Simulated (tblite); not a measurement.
Species: C₅H₁₂N (charge +1).
SMILES with atom numbers: `[CH2:1]=[CH:2][C@H:3]([CH3:4])[NH2+:5][CH3:6]` (hydrogens: H7, H8 on C1; H9 on C2; H10 on C3; H11, H12, H13 on C4; H14, H15 on N5; H16, H17, H18 on C6)
Bond orders are those of one Lewis drawing.

Computed with GFN2-xTB (tblite), gas phase: Langevin dynamics at 300 K from the optimised GFN2-xTB geometry, time step 0.5 fs, friction 0.01 fs⁻¹, 2000 steps. The instantaneous temperature is 2·E(kin)/(3Nk) with all 3N coordinates.

```json
{"t (fs)": "0", "T (K)": "254", "E(pot) above start (eV)": "0.000", "C1=C2 (Å)": "1.320", "C2–C3 (Å)": "1.503", "C3–C4 (Å)": "1.520", "C3–N5 (Å)": "1.515", "N5–C6 (Å)": "1.476", "C1–H7 (Å)": "1.078", "C1–C2–C3–C4 (°)": "-122"}
{"t (fs)": "50", "T (K)": "184", "E(pot) above start (eV)": "0.374", "C1=C2 (Å)": "1.323", "C2–C3 (Å)": "1.549", "C3–C4 (Å)": "1.516", "C3–N5 (Å)": "1.534", "N5–C6 (Å)": "1.469", "C1–H7 (Å)": "1.112", "C1–C2–C3–C4 (°)": "-112"}
{"t (fs)": "100", "T (K)": "250", "E(pot) above start (eV)": "0.555", "C1=C2 (Å)": "1.342", "C2–C3 (Å)": "1.449", "C3–C4 (Å)": "1.531", "C3–N5 (Å)": "1.498", "N5–C6 (Å)": "1.488", "C1–H7 (Å)": "1.044", "C1–C2–C3–C4 (°)": "-105"}
{"t (fs)": "150", "T (K)": "266", "E(pot) above start (eV)": "0.667", "C1=C2 (Å)": "1.283", "C2–C3 (Å)": "1.581", "C3–C4 (Å)": "1.505", "C3–N5 (Å)": "1.430", "N5–C6 (Å)": "1.456", "C1–H7 (Å)": "1.094", "C1–C2–C3–C4 (°)": "-112"}
{"t (fs)": "200", "T (K)": "285", "E(pot) above start (eV)": "0.541", "C1=C2 (Å)": "1.324", "C2–C3 (Å)": "1.521", "C3–C4 (Å)": "1.472", "C3–N5 (Å)": "1.546", "N5–C6 (Å)": "1.422", "C1–H7 (Å)": "1.113", "C1–C2–C3–C4 (°)": "-125"}
{"t (fs)": "250", "T (K)": "340", "E(pot) above start (eV)": "0.758", "C1=C2 (Å)": "1.330", "C2–C3 (Å)": "1.498", "C3–C4 (Å)": "1.540", "C3–N5 (Å)": "1.539", "N5–C6 (Å)": "1.553", "C1–H7 (Å)": "1.044", "C1–C2–C3–C4 (°)": "-130"}
{"t (fs)": "300", "T (K)": "290", "E(pot) above start (eV)": "0.750", "C1=C2 (Å)": "1.326", "C2–C3 (Å)": "1.435", "C3–C4 (Å)": "1.592", "C3–N5 (Å)": "1.520", "N5–C6 (Å)": "1.446", "C1–H7 (Å)": "1.122", "C1–C2–C3–C4 (°)": "-134"}
{"t (fs)": "350", "T (K)": "353", "E(pot) above start (eV)": "0.414", "C1=C2 (Å)": "1.311", "C2–C3 (Å)": "1.503", "C3–C4 (Å)": "1.528", "C3–N5 (Å)": "1.466", "N5–C6 (Å)": "1.477", "C1–H7 (Å)": "1.083", "C1–C2–C3–C4 (°)": "-113"}
{"t (fs)": "400", "T (K)": "312", "E(pot) above start (eV)": "0.540", "C1=C2 (Å)": "1.353", "C2–C3 (Å)": "1.499", "C3–C4 (Å)": "1.544", "C3–N5 (Å)": "1.542", "N5–C6 (Å)": "1.494", "C1–H7 (Å)": "1.043", "C1–C2–C3–C4 (°)": "-113"}
{"t (fs)": "450", "T (K)": "320", "E(pot) above start (eV)": "0.477", "C1=C2 (Å)": "1.307", "C2–C3 (Å)": "1.528", "C3–C4 (Å)": "1.594", "C3–N5 (Å)": "1.523", "N5–C6 (Å)": "1.477", "C1–H7 (Å)": "1.098", "C1–C2–C3–C4 (°)": "-91"}
{"t (fs)": "500", "T (K)": "340", "E(pot) above start (eV)": "0.473", "C1=C2 (Å)": "1.324", "C2–C3 (Å)": "1.546", "C3–C4 (Å)": "1.499", "C3–N5 (Å)": "1.505", "N5–C6 (Å)": "1.465", "C1–H7 (Å)": "1.095", "C1–C2–C3–C4 (°)": "-90"}
{"t (fs)": "550", "T (K)": "365", "E(pot) above start (eV)": "0.562", "C1=C2 (Å)": "1.332", "C2–C3 (Å)": "1.472", "C3–C4 (Å)": "1.601", "C3–N5 (Å)": "1.542", "N5–C6 (Å)": "1.518", "C1–H7 (Å)": "1.031", "C1–C2–C3–C4 (°)": "-118"}
{"t (fs)": "600", "T (K)": "236", "E(pot) above start (eV)": "0.770", "C1=C2 (Å)": "1.295", "C2–C3 (Å)": "1.512", "C3–C4 (Å)": "1.503", "C3–N5 (Å)": "1.597", "N5–C6 (Å)": "1.456", "C1–H7 (Å)": "1.124", "C1–C2–C3–C4 (°)": "-120"}
{"t (fs)": "650", "T (K)": "244", "E(pot) above start (eV)": "0.735", "C1=C2 (Å)": "1.327", "C2–C3 (Å)": "1.498", "C3–C4 (Å)": "1.484", "C3–N5 (Å)": "1.570", "N5–C6 (Å)": "1.509", "C1–H7 (Å)": "1.063", "C1–C2–C3–C4 (°)": "-132"}
{"t (fs)": "700", "T (K)": "313", "E(pot) above start (eV)": "0.619", "C1=C2 (Å)": "1.294", "C2–C3 (Å)": "1.507", "C3–C4 (Å)": "1.499", "C3–N5 (Å)": "1.497", "N5–C6 (Å)": "1.408", "C1–H7 (Å)": "1.044", "C1–C2–C3–C4 (°)": "-136"}
{"t (fs)": "750", "T (K)": "250", "E(pot) above start (eV)": "0.738", "C1=C2 (Å)": "1.356", "C2–C3 (Å)": "1.529", "C3–C4 (Å)": "1.492", "C3–N5 (Å)": "1.481", "N5–C6 (Å)": "1.492", "C1–H7 (Å)": "1.089", "C1–C2–C3–C4 (°)": "-121"}
{"t (fs)": "800", "T (K)": "304", "E(pot) above start (eV)": "0.392", "C1=C2 (Å)": "1.300", "C2–C3 (Å)": "1.543", "C3–C4 (Å)": "1.547", "C3–N5 (Å)": "1.589", "N5–C6 (Å)": "1.460", "C1–H7 (Å)": "1.101", "C1–C2–C3–C4 (°)": "-121"}
{"t (fs)": "850", "T (K)": "350", "E(pot) above start (eV)": "0.500", "C1=C2 (Å)": "1.366", "C2–C3 (Å)": "1.509", "C3–C4 (Å)": "1.505", "C3–N5 (Å)": "1.567", "N5–C6 (Å)": "1.480", "C1–H7 (Å)": "1.057", "C1–C2–C3–C4 (°)": "-100"}
{"t (fs)": "900", "T (K)": "307", "E(pot) above start (eV)": "0.454", "C1=C2 (Å)": "1.285", "C2–C3 (Å)": "1.509", "C3–C4 (Å)": "1.543", "C3–N5 (Å)": "1.514", "N5–C6 (Å)": "1.479", "C1–H7 (Å)": "1.141", "C1–C2–C3–C4 (°)": "-82"}
{"t (fs)": "950", "T (K)": "210", "E(pot) above start (eV)": "0.703", "C1=C2 (Å)": "1.376", "C2–C3 (Å)": "1.483", "C3–C4 (Å)": "1.511", "C3–N5 (Å)": "1.544", "N5–C6 (Å)": "1.493", "C1–H7 (Å)": "1.079", "C1–C2–C3–C4 (°)": "-79"}
{"t (fs)": "1000", "T (K)": "389", "E(pot) above start (eV)": "0.628", "C1=C2 (Å)": "1.265", "C2–C3 (Å)": "1.533", "C3–C4 (Å)": "1.535", "C3–N5 (Å)": "1.497", "N5–C6 (Å)": "1.490", "C1–H7 (Å)": "1.078", "C1–C2–C3–C4 (°)": "-91"}
```

Q: From 500 fs on, how do temperature and potential energy compare with equipartition?

A: The mean temperature of these 11 frames is 301 K against the target 300 K, and the mean potential energy 0.60 eV against 48 × kT/2 = 0.62 eV for 48 classical harmonic modes. For 18 atoms in a canonical ensemble the temperature itself scatters by T·√(2/(3N)) = 58 K; here its standard deviation is 56 K. The whole run lasts only 10 friction times of 100 fs, so these averages carry a wide statistical error.

Q: What are the kinetic and total energies of the listed frame with the highest potential energy?

A: The one at 600 fs, 0.770 eV above the start. Its kinetic energy is 3NkT/2 = 0.548 eV at 236 K, so the sum is 1.32 eV; over the listed frames the sum runs from 0.59 to 1.55 eV, since the thermostat adds and removes energy.

Q: How much do the listed bonds fluctuate from 500 fs on?

A: 
| bond | at the start (Å) | mean (Å) | standard deviation (Å) |
| --- | --- | --- | --- |
| C1=C2 | 1.320 | 1.320 | 0.034 |
| C2–C3 | 1.503 | 1.513 | 0.022 |
| C3–C4 | 1.520 | 1.520 | 0.032 |
| C3–N5 | 1.515 | 1.537 | 0.038 |
| N5–C6 | 1.476 | 1.477 | 0.029 |
| C1–H7 | 1.078 | 1.082 | 0.032 |

The motion is classical and holds no zero-point motion.

What follows is the cost of the whole dynamics run. Hardware: one thread, Intel Xeon at 2.60 GHz (x86_64), no GPU, shared host with 96 logical CPUs at a one-minute load of 15. Cost: 11 s of wall time, 0.18 GiB resident at most.
